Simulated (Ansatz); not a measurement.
# CH3Cl (SMILES CCl): a rigid scan of the bond length C1–H3

An exercise on one series of results from a longer session: the logs are not shown, and one member is left open.

Program: Ansatz 0.2.0, Gaussian basis. Level of theory: single points in def2-TZVPP. These are calculated values, not measurements.

Levels: PBE-D4, r2SCAN-D4, PBE0-D4, B3LYP-D4, wB97M-V, Hartree-Fock, MP2, CCSD, CCSD(T). The scan takes 0.935, 0.967, 1.014, 1.069, 1.130, 1.195, 1.264, 1.337, 1.414 Å.

Cores are frozen in the correlated methods. B3LYP uses VWN-RPA correlation.

19 further runs of the same task are left out: 19 set aside as unsound or not needed.

## Where the work starts

The minimum, relaxed at PBE0-D4: SMILES `CCl`, 5 atoms, charge 0, spin multiplicity 1.

Atoms are counted from 1 here; the program's logs count them from 0.

Bond lengths: C1–Cl2 1.773 Å, C1–H3 1.087 Å, C1–H4 1.087 Å, C1–H5 1.087 Å. Angles: Cl2–C1–H3 108.6°, Cl2–C1–H4 108.6°, Cl2–C1–H5 108.6°, H3–C1–H4 110.3°, H3–C1–H5 110.3°, H4–C1–H5 110.3°.

As a file:

```
atom    x (Å)    y (Å)    z (Å)
  C1  -0.1209   0.0100   0.0513
 Cl2   1.4694  -0.2908  -0.6725
  H3  -0.2848  -0.7154   0.8447
  H4  -0.8800  -0.0971  -0.7201
  H5  -0.1338   1.0197   0.4551
```

Energies of the minimum (eV), from earlier single points: PBE-D4 -13602.77250, r2SCAN-D4 -13607.87766, PBE0-D4 -13603.99606, B3LYP-D4 -13610.09152, wB97M-V -13608.03178, CCSD(T) -13593.73511.

At the minimum the bond length C1–H3 is 1.087 Å.

The first run:

The input, ccsdt-tzvpp/in.yaml:

```yaml
crystal:
  periodic: [false, false, false]
  atoms:
    - {symbol: C, position_ang: [-0.120937, 0.010045, 0.051280]}
    - {symbol: Cl, position_ang: [1.469397, -0.290787, -0.672482]}
    - {symbol: H, position_ang: [-0.261792, -0.613694, 0.733434]}
    - {symbol: H, position_ang: [-0.879955, -0.097127, -0.720116]}
    - {symbol: H, position_ang: [-0.133840, 1.019691, 0.455127]}
basis:
  gaussian: {orbitals: def2-TZVPP}
correlation: {method: ccsd_t}
```

No record of the launch command was kept for these runs.

Among the steps run: C1–H3 = 0.935 Å; C1–H3 = 0.967 Å; C1–H3 = 1.014 Å; C1–H3 = 1.069 Å; C1–H3 = 1.130 Å; C1–H3 = 1.195 Å; C1–H3 = 1.264 Å; C1–H3 = 1.337 Å; C1–H3 = 1.414 Å.

One table of the session follows, with a row left open; its other results are not shown here.

It belongs to the step «The curves». Energies less that of the minimum at the same level (meV):

```
bond length (Å)  PBE-D4  PBE0-D4  B3LYP-D4  wB97M-V  Hartree-Fock
          0.935     567      534       518      516           488
          0.967     338      311       300      298           272
          1.014     121      104        99       97            79
          1.069      10        6         5        4            -1
1.087 (minimum)       0        0         0        0             0
          1.130      18       30        30       33            46
          1.195     134      164       164      171           208
          1.264       ?        ?         ?        ?             ?
          1.337     610      686       675      700           800
          1.414     930     1035      1011     1055          1193
```

Q: Estimate the row for bond length (Å) = 1.264 from the others.

Worked estimate for «PBE-D4». A straight line through the neighbours (1.195, 134) and (1.337, 610) gives 134 + (610 − 134) × (1.264 − 1.195) / (1.337 − 1.195) = 365; a parabola fitted to 4 rows on both sides gives 339.

**Answer.** PBE-D4: 338; PBE0-D4: 389; B3LYP-D4: 386; wB97M-V: 400; Hartree-Fock: 465. In «PBE-D4» the line misses by +27 and the parabola by +1.

Limits of these values: A polynomial through the near points puts the CCSD(T) minimum 0.001 Å below the PBE0-D4 value.
